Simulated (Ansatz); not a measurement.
System: 2H MoS₂. Method: r²SCAN+rVV10 in Ansatz (plane waves, PAW).

Numerical settings: plane-wave cutoff 600 eV, 12×12×4 k mesh (along the axes of the cell as run), finite displacements, no spin polarisation, scalar-relativistic PAW data made under PBE.

Computed at the level's own relaxed cell.

```xyz
6
Lattice="3.1730 0.0000 0.0000 -1.5865 2.7479 0.0000 0.0000 0.0000 12.4348" Properties=species:S:1:pos:R:3 pbc="T T T"
Mo     1.5865     0.9160     9.3261
Mo     0.0000     1.8319     3.1087
S      1.5865     0.9160     4.6644
S      0.0000     1.8319    10.8819
S      0.0000     1.8319     7.7704
S      1.5865     0.9160     1.5530
```

Harmonic phonon frequencies (cm⁻¹; i marks an imaginary mode; at Γ without the LO shift):

```tsv
q point	frequencies
Γ	0 0 0 31 31 54 284 284 287 287 384 384 384 384 410 416 470 474
```

Ansatz is a program for electronic structure.
